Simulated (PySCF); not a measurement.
# Static response to an electric field

Species: C4H4FP.
Geometry (GFN2-xTB, Å), atoms numbered from 1 in this order:
```
atom  x, y, z in Å
C1     2.555    0.352    0.351
C2     1.595    0.099   -0.330
P3     0.373   -0.288   -1.534
C4    -0.981   -0.277   -0.530
C5    -1.141   -0.024    0.925
F6    -2.162   -0.548   -1.142
H7     3.352    0.577    0.999
H8    -0.178    0.190    1.380
H9    -1.588   -0.895    1.405
H10   -1.815    0.820    1.082
```

Level: CAM-B3LYP/def2-SVPD (PySCF), static field, nuclei fixed, core orbitals frozen in the response. The polarisability tensor in these axes (au):

```
x   100.37   6.97   1.32
y     6.97  50.77   4.51
z     1.32   4.51  72.08
```

Give the principal values, the mean and the anisotropy Δα = √{½[(α1 − α2)² + (α2 − α3)² + (α1 − α3)²]}.

Principal values 49.01, 72.76 and 101.46 au; mean 74.41 au = 11.03 Å³ = 12.27 × 10⁻⁴⁰ C²·m²/J; Δα = 45.49 au (61 % of the mean).

What is the dipole moment, and where does it point?

(0.57, 0.50, 2.25) D, 2.37 D in size, pointing from the negative to the positive side. Measured along this direction, the outermost atoms are F6 at the negative end and H7 at the positive end.

Estimate the molar refractivity from the static electronic polarisability.

Lorentz–Lorenz: R = (4π/3)N_A α = 2.5225 cm³/(mol·Å³) × 11.03 Å³ = 27.8 cm³/mol, in the limit of long wavelengths.

Along which axes do the principal values lie, and how far do the nuclei extend along each?

Largest value along (0.99, 0.14, 0.07), where the nuclei span 5.75 Å; middle along (-0.09, 0.17, 0.98), 2.99 Å; least along (-0.13, 0.97, -0.18), 1.76 Å. The response follows the extents in order.

In a dilute gas of rigid molecules at 298 K, how does the orientational term μ²/3kT compare with the electronic polarisability?

In Gaussian units μ²/3kT = 45.53 Å³ against 11.03 Å³, a ratio of 4.13; the Debye molar polarisation (4π/3)N_A(α + μ²/3kT) is 142.7 cm³/mol, leaving out the vibrational part.

Find the Langevin capture rate constant for O2+ (31.990 u) meeting this molecule (102.003 u), k = 2.342 × 10⁻⁹ cm³/s × √(α in Å³ / reduced mass in u).

The reduced mass is 24.35 u, so k = 1.58 × 10⁻⁹ cm³/s. The formula leaves out the permanent dipole, which adds to the capture rate.

Geometry: GFN2-xTB; no solvent, vibrations or thermal averaging.

These values come from a run that also computed excited states. Cost: about 50 s of CPU time on one thread; the machine was shared, so the figure is rough.
